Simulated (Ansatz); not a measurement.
**C3H5Cl: ionisation energy by level of theory**

One table from this session's results is given with a row withheld; the runs are named, their logs left out.

Computed with Ansatz 0.2.0, Gaussian basis. Level: unrestricted cation, the program's frozen cores in correlated methods.

The runs, in order: UKS PBE-D4/def2-TZVPP; UKS r2SCAN-D4/def2-TZVPP; UKS PBE0-D4/def2-TZVPP; UKS B3LYP-D4/def2-TZVPP; UKS wB97X-V/def2-TZVPP; UKS wB97M-V/def2-TZVPP; UKS B2PLYP/def2-TZVPP; UHF-CCSD(T)/def2-TZVPP; UHF-MP2/def2-QZVPP; extrapolation to the limit; then −ε(HOMO) from the neutral's earlier runs with LDA (SPW92), PBE-D4, revPBE-D4, BLYP-D4, r2SCAN-D4, B97M-V, PBE0-D4, B3LYP-D4, r2SCANh-D4, r2SCAN0-D4, HSE06-D4, BHLYP-D4, CAM-B3LYP-D4, LC-ωPBE, ωB97X-V, ωB97M-V.

### The relaxed structure

The geometry comes from an earlier relaxation with PBE0-D4 in a triple-zeta def2 set; it is a stationary point, not always the lowest conformer.

SMILES `C/C=C/Cl`, 9 atoms, charge 0, spin multiplicity 1.

Atoms are counted from 1 here; the program's logs count them from 0.

Bond lengths: C1–C2 1.489 Å, C1–H5 1.094 Å, C1–H6 1.091 Å, C1–H7 1.094 Å, C2–C3 1.323 Å, C2–H8 1.086 Å, C3–Cl4 1.723 Å, C3–H9 1.083 Å. Angles: C2–C1–H5 110.9°, C2–C1–H6 111.7°, C2–C1–H7 110.9°, H5–C1–H6 108.2°, H5–C1–H7 106.8°, H6–C1–H7 108.2°, C1–C2–C3 123.3°, C1–C2–H8 117.8°, C3–C2–H8 118.8°, C2–C3–Cl4 123.4°, C2–C3–H9 123.5°, Cl4–C3–H9 113.2°.

The first run:

in.yaml reads:

```yaml
crystal:
  periodic: [false, false, false]
  atoms:
    - {symbol: C, position_ang: [0.174307, 1.081582, -0.482044]}
    - {symbol: C, position_ang: [0.079588, -0.394830, -0.311091]}
    - {symbol: C, position_ang: [-0.271648, -0.974000, 0.824984]}
    - {symbol: Cl, position_ang: [-0.382490, -2.682047, 1.023468]}
    - {symbol: H, position_ang: [-0.499607, 1.426657, -1.272036]}
    - {symbol: H, position_ang: [-0.079542, 1.610792, 0.438044]}
    - {symbol: H, position_ang: [1.185942, 1.375677, -0.777716]}
    - {symbol: H, position_ang: [0.312200, -1.020372, -1.168275]}
    - {symbol: H, position_ang: [-0.518751, -0.423449, 1.724656]}
basis:
  gaussian: {orbitals: def2-TZVPP}
total_charge: 1
magnetization: {spin_polarized: true, initial_magnetization: 1}
hamiltonian: {xc: pbe, dispersion: d4}
```

Command:

```bash
$ ansatz run in.yaml --threads 4 --pin off --events-out ev --progress --plain --max-ram 10444MiB
```

Steps of the session up to this table: Cation, UKS PBE-D4/def2-TZVPP; Cation, UKS r2SCAN-D4/def2-TZVPP; Cation, UKS PBE0-D4/def2-TZVPP; Cation, UKS B3LYP-D4/def2-TZVPP; Cation, UKS wB97X-V/def2-TZVPP; Cation, UKS wB97M-V/def2-TZVPP; Cation, UKS B2PLYP (frozen core)/def2-TZVPP; Cation, UHF-CCSD(T)/def2-TZVPP; Cation, UHF-MP2/def2-QZVPP.

One table of the session follows, with a row left open; its other results are not shown here.

It belongs to the step «Ionisation energies side by side». For comparison, −ε(HOMO) of the neutral from earlier runs:

```
  functional  −ε(HOMO) (eV)
 LDA (SPW92)           6.11
      PBE-D4           5.96
   revPBE-D4           5.90
     BLYP-D4           5.80
   r2SCAN-D4           6.17
      B97M-V           6.21
     PBE0-D4           7.11
    B3LYP-D4           6.89
  r2SCANh-D4           6.60
  r2SCAN0-D4           7.25
    HSE06-D4           6.71
    BHLYP-D4           8.12
CAM-B3LYP-D4           8.42
     LC-ωPBE           9.80
     ωB97X-V           9.41
     ωB97M-V              ?
```

Estimate the missing values for ωB97M-V.

The run gave: −ε(HOMO) (eV): 9.29. In the column «−ε(HOMO) (eV)» it lies between CAM-B3LYP-D4 (8.42) and ωB97X-V (9.41).

Caveats from the session: The cation may have settled in a state other than its lowest; no search over hole states beyond the program's own was made.
